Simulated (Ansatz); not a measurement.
A made-up structure of SiHOF, closed shell:

```xyz
4
angstrom
O -1.2901 -0.3216 -0.7088
Si 0.0515 -0.0292 0.0630
F 0.6388 -0.8457 1.1824
H 0.5997 1.1965 -0.5365
```

It is relaxed with PBE-D4/def2-SVP and then PBE0-D4/def2-TZVP (Ansatz 0.2.0). Atoms count as bonded within 1.22 times the sum of their covalent radii (H–H: 0.88 Å). The end point is not checked to be a true minimum.

(1) Does its bonding change? (Judge from chemistry; the calculation decides.)

Results:

(1) Computed: No: no bond forms or breaks.

Where it ends: The first stage lowers the energy by 0.67 eV in 5 steps. It ends as SiHOF ([O][SiH][F]):
O1  (-1.369, -0.426, -0.683)
Si2  (-0.070, -0.004, -0.050)
F3  (0.683, -0.734, 1.124)
H4  (0.756, 1.164, -0.391)
(Å)

Labels in which every atom is bracketed show which atoms are joined, not bond orders.

For scale, one of the runs: PBE0-D4/def2-TZVP relaxation, 105 basis functions, launched by `ansatz run in.yaml --threads 2 --pin off --events-out ev --progress --plain --max-ram 4352MiB`. Hardware: 2 CPU threads of an Arm Neoverse V2, shared host. Wall time about 7 s.
